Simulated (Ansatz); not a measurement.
Rock-salt BaS was calculated with r²SCAN0 (Ansatz, a quantum-chemistry and plane-wave program, plane waves, PAW).

Settings: plane-wave cutoff 520 eV, 8×8×8 k mesh, Fermi–Dirac smearing 0.01 eV, scalar-relativistic PAW data made under PBE.

Computed points:

```csv
V (Å³/atom),E − E_lowest (meV/atom),P (GPa)
31.310,13.19,2.662
31.890,5.40,1.649
32.957,0.00,0.023
33.781,2.70,-1.050
34.605,10.57,-1.987
```

Question: Estimate the bulk modulus from the pressures at 31.890 and 33.781 Å³/atom, and compare it with a fit to all energies.

Answer: B = −V dP/dV. Between V = 31.890 and 33.781 Å³/atom, dP/dV = (-1.050 − (1.649))/(33.781 − 31.890) = -1.43 GPa per Å³/atom; at the midpoint 32.835 Å³/atom this gives B ≈ 46.9 GPa. The third-order Birch–Murnaghan fit gives V0 = 32.974 Å³/atom, B0 = 45.8 GPa, B′ = 4.5, which lies 2 % below that estimate.

Measured, for comparison: equilibrium volume per atom 32.60 Å³/atom (room temperature, no zero-point or thermal correction; as tabulated in Lucero et al. (2012), arXiv:1111.4515). Computed (rounded) less measured: equilibrium volume per atom +1.1 %.

Spin–orbit coupling is not included.

The computed numbers hold no vibrational or temperature effects.
